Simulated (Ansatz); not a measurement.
The input, for Ansatz 0.2.0:

```yaml
crystal:
  periodic: [false, false, false]
  atoms:
    - {symbol: Ge, position_ang: [0.000000, -0.053534, 0.833272]}
    - {symbol: N, position_ang: [0.000000, 1.028587, -0.948282]}
    - {symbol: Si, position_ang: [0.000000, -0.447306, -1.644436]}
    - {symbol: H, position_ang: [0.000000, 2.028297, -1.053431]}
basis:
  gaussian: {orbitals: cc-pVDZ, fitting: {mean_field: def2-universal-jkfit}}
magnetization: {spin_polarized: true, initial_magnetization: 0}
correlation: {method: ccsd, electrons: outside_noble_gas}
scf: {lower_state_search: light}
output: {forces: true}
```

```sh
$ ansatz run in.yaml --threads 1 --pin off --events-out ev --progress --plain --max-ram 2393MiB
```

Log:

```
489 factors; integrals over basis functions are off by at most 2.0e-1 eV
mean field evaluation 1: about -65828.6471 eV, gradient 2.3e1 eV
mean field evaluation 2: about -65829.2284 eV, gradient 2.0e1 eV
mean field evaluation 4: about -65831.2498 eV, gradient 3.6e-1 eV
mean field evaluation 8: about -65831.2652 eV, gradient 3.1e-1 eV
mean field evaluation 16: about -65831.2502 eV, gradient 3.6e-1 eV
mean field evaluation 32: about -65831.2535 eV, gradient 1.4e-6 eV
mean field evaluation 64: about -65831.2295 eV, gradient 4.8e-1 eV
mean field evaluation 96: about -65829.5539 eV, gradient 2.7e0 eV
mean field evaluation 128: about -65830.1922 eV, gradient 2.0e0 eV
mean field evaluation 160: about -65826.1720 eV, gradient 4.7e0 eV
mean field evaluation 192: about -65828.1592 eV, gradient 2.5e-1 eV
mean field evaluation 224: about -65826.7764 eV, gradient 2.3e1 eV
mean field evaluation 256: about -65828.6316 eV, gradient 1.2e0 eV
mean field evaluation 288: about -65830.8768 eV, gradient 3.6e-2 eV
mean field evaluation 320: about -65828.1679 eV, gradient 2.1e-4 eV
mean field -65831.26733886 eV, -2419.2544526676 hartree, gradient 2.9e-6 eV, S^2 0.223354; 13 other end points of the search recorded, 0 dependent functions left out
determinant -65831.26733886 eV, -2419.2544526676 hartree, with singles and doubles -65840.77906346 eV, -2419.6040020991 hartree
determinant -65830.87686766 eV, -2419.2401031154 hartree, with singles and doubles -65839.86634439 eV, -2419.5704602920 hartree
determinant -65828.70870914 eV, -2419.1604247596 hartree, with singles and doubles -65837.50709513 eV, -2419.4837594808 hartree
determinant -65828.16786594 eV, -2419.1405491385 hartree, with singles and doubles -65837.06892517 eV, -2419.4676570318 hartree
determinant -65831.25349342 eV, -2419.2539438568 hartree, with singles and doubles -65840.81870651 eV, -2419.6054589544 hartree
determinant -65831.26733886 eV, -2419.2544526676 hartree, with singles and doubles -65840.81369694 eV, -2419.6052748561 hartree
determinant -65831.25349342 eV, -2419.2539438568 hartree, with singles and doubles -65840.81805850 eV, -2419.6054351406 hartree
20 core orbitals not correlated: weight in the atoms' cores, before any rotation towards them, 0.999 or more for the frozen orbitals, at most 0.001 for the correlated occupied ones
reference -65831.25349342 eV, -2419.2539438568 hartree; 7, 7 occupied and 37, 37 virtual orbitals, 489 factors
second order -8.83604288 eV of doubles, -0.00000000 eV of singles
cycle   1  -9.56456131 eV  change    3.8e-6 eV  update   3.6e-6
cycle   2  -9.56455578 eV  change    5.5e-6 eV  update   2.2e-6
cycle   3  -9.56455659 eV  change   -8.2e-7 eV  update   8.3e-7
the calculation of the forces begins
Total energy: -65840.81805001 eV, -2419.6054348285 hartree
Atom 0 at     0.000000    -0.053534     0.833272 Å, force    -0.000000     0.891598    -1.374141 eV/Å
Atom 1 at     0.000000     1.028587    -0.948282 Å, force    -0.000000     1.142944     3.087219 eV/Å
Atom 2 at     0.000000    -0.447306    -1.644436 Å, force    -0.000000    -2.575084    -1.433930 eV/Å
Atom 3 at     0.000000     2.028297    -1.053431 Å, force     0.000000     0.540543    -0.279148 eV/Å
Dipole moment:    -0.000000     0.234964     0.086595 e Å
```

Forces (eV/Å):
```
Ge   0.000  0.892 -1.374
N    0.000  1.143  3.087
Si   0.000 -2.575 -1.434
H    0.000  0.541 -0.279
```

The T1 diagnostic is 0.024.

Ran on 1 thread of Arm Neoverse V1, shared host: 26 s wall, 0.16 GiB peak host memory.
